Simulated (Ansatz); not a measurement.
fcc Cu: bulk modulus B0 by level of theory

Problem. Put these levels in order of the bulk modulus B0 that they give for fcc Cu, smallest first: LDA (Ansatz, a quantum-chemistry and plane-wave program), PBE0 (Ansatz), r²SCAN (Ansatz).

Solution. PBE0 (130 GPa), r²SCAN (162 GPa), LDA (189 GPa)

Unless a cell is named, each level is at its own relaxed cell (LDA 10.89, r²SCAN 11.44, PBE0 11.96 Å³/atom).

Each level is taken at its own relaxed cell. Cutoffs and k meshes differ between the levels. Ansatz's density-functional and Hartree–Fock values are scalar-relativistic unless marked +SOC, with PAW data made under PBE.
